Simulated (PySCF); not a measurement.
## AlF: frontier orbitals

LC-ωPBE at R = 1.669 Å; basis Al def2-TZVPP, F def2-TZVPP; no relativity; PySCF 2.14. State: ¹Σ⁺ (singlet), closed shell. Only the outer orbitals are listed, counted within each symmetry.

```tsv
orbital	occ.	ε (eV)	on Al (%)	main shells (%)
5σ	2	-34.11	8	92 F s
6σ	2	-15.79	17	80 F p, 12 Al s
2π	2	-14.35	8	92 F p
2π	2	-14.35	8	92 F p
7σ	2	-9.61	94	80 Al s, 14 Al p
3π	0	0.61	99	97 Al p
3π	0	0.61	99	97 Al p
8σ	0	2.48	105	87 Al p, 10 Al d
```

Task: Which are the highest filled and the lowest empty level, where do they sit, and how wide is the gap?

Result: Highest filled 7σ at -9.61 eV (in %: 80 Al s, 14 Al p); lowest empty 3π at 0.61 eV (in %: 97 Al p); the gap at LC-ωPBE is 10.22 eV. An empty level above zero is unbound, and its energy depends on the basis.

The bond order (Mayer) is 1.08, the ⟨S²⟩ is 0.000 and the charge on Al (Mulliken, basis-dependent) is 0.33. The charge on Al (Löwdin, basis-dependent) is 0.06 and the dipole moment (positive dipole means Al(−)F(+)) is -1.29 D.

Shares are Mulliken populations and can fall outside 0 to 100 %.
